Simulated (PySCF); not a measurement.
## Potential energy of MgS⁻ along the bond

Set-up: Mg aug-cc-pVDZ, S aug-cc-pV(D+d)Z; no relativity (PySCF 2.14). Energies in eV from Mg + S⁻ in their ground configurations at the same level. State: ²Σ⁺ (doublet), unpaired electrons σ ↑.

All columns are PBE0. A positive dipole points towards S; it is taken about the centre of mass and depends on that origin.

```tsv
R (Å)	E (eV)	μ (D)	Mulliken charge on Mg (basis-dependent)	HOMO (eV)	LUMO (eV)	Mayer bond order	⟨S²⟩
1.925	-1.363	-0.86	-0.15	-0.24	2.04	1.78	0.75
2.015	-1.826	-1.23	-0.15	-0.34	1.95	1.72	0.75
2.105	-2.079	-1.58	-0.13	-0.44	1.87	1.65	0.75
2.172	-2.167	-1.82	-0.10	-0.51	1.80	1.58	0.75
2.239	-2.189	-2.05	-0.07	-0.57	1.74	1.52	0.76
2.306	-2.161	-2.25	-0.04	-0.63	1.67	1.47	0.76
2.396	-2.068	-2.49	-0.01	-0.68	1.59	1.39	0.76
2.508	-1.894	-2.70	0.01	-0.63	1.50	1.29	0.76
2.642	-1.647	-2.82	0.02	-0.60	1.41	1.16	0.77
2.821	-1.318	-2.80	-0.01	-0.60	1.35	0.95	0.78
```

A fit through these points gives, at Re = 2.232 Å, μ = -2.02 D and dμ/dR = -3.25 D/Å; the reduced mass is 13.7 u.

Problem. How strong is the fundamental in the double-harmonic approximation, I = 42.26·(dμ/dR)²/μred km/mol?

Solution. I = 42.26·(-3.25)²/13.7 = 32.6 km/mol at PBE0.

For an ion De counts to the pair picked by the measured ionisation energies or electron affinities, which need not be the lowest pair at this level. The state is the lowest determinant that a PBE0 search found; another state may lie lower at other levels.
